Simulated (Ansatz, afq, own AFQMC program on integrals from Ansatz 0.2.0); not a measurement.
AFQMC on a folder of integrals that Ansatz 0.2.0 wrote.

```yaml
crystal:
  periodic: [false, false, false]
  atoms:
    - {symbol: Ti, position_ang: [0.000000, 0.000000, 0.000000]}
basis:
  gaussian: {orbitals: def2-TZVPP}
total_charge: 1
magnetization: {spin_polarized: true, initial_magnetization: 3}
correlation: {method: ccsd_t, electrons: outside_noble_gas, hamiltonian_folder: ham}
```

```sh
$ ansatz run in.yaml --threads 1 --pin off --events-out ev --progress --plain --max-ram 24576MiB --backend cuda --devices 0, --max-vram 18GiB
```

afq runs on the folder ham with

```
--method phaseless --trial hf --walkers 4000 --populations 20 --least-time 40 --time-step 0.005 --steps-per-block 20 --equilibration-blocks 160 --max-blocks 4000 --target-error 0.00055 --factor-cut 1e-05 --start spin_pure --seed 1493 --taylor-order 6
```

Times are imaginary, in 1/Eh. The walk had a cap of 89 s. With eight or more populations the least sampling time is a fifth of least-time, and the error comes from their spread.

Output of the walk:

```
orbitals 55  electrons 3 0  factors 402 of 434
reference energy -848.19406434 Eh
CCSD correlation -0.01365491 Eh in 9 cycles, weight of the determinant in the CISD state 0.9929
energy of the start -848.194064 Eh
 block  time / (1/Eh)  mean weight  energy / Eh
     1     0.100  1.0000  -848.197289
     2     0.200  1.0000  -848.199518
     3     0.300  1.0001  -848.201074
     4     0.400  1.0001  -848.202367
     5     0.500  1.0001  -848.203490
     9     0.900  1.0001  -848.205758
    25     2.500  1.0000  -848.207724
    31     3.100  0.9999  -848.208149
    49     4.900  1.0001  -848.207730
    73     7.300  1.0002  -848.207677
    97     9.700  1.0002  -848.207175
   121    12.100  1.0001  -848.206675
   145    14.500  0.9995  -848.207154
   169    16.900  1.0002  -848.207018
   193    19.300  1.0001  -848.207315
   217    21.700  1.0002  -848.207117
   223    22.300  0.9998  -848.206286
   235    23.500  0.9998  -848.206928
error from the spread of 20 populations
energy -848.206878 +/- 0.000107 Eh
(rows thinned)
```

The run passed its tests (sampling time, drift between the halves within three errors, error under three times the target), which doesn't prove that it has relaxed.

Against this walk (error 2.9 meV) on the same determinant: CCSD(T) 25.1 meV lower, full CI for this spin (own frozen core, lowest symmetry allowed) 92.7 meV higher. The error is statistical and leaves out the bias of the constraint. None of these is a sure reference here.

Cautions: constraint bias not in the error; no relativity below Rb; outer-core shells of the metal frozen.

The walk took 14 s on 2 threads of a server CPU with a shared H100 80 GB, shared host (the card was shared). The log's last line is the phaseless energy.

A walk keeps the symmetry of its determinant, which the program's search chose and which needn't be the lowest solution, so a lower state of the same spin and another symmetry isn't excluded.
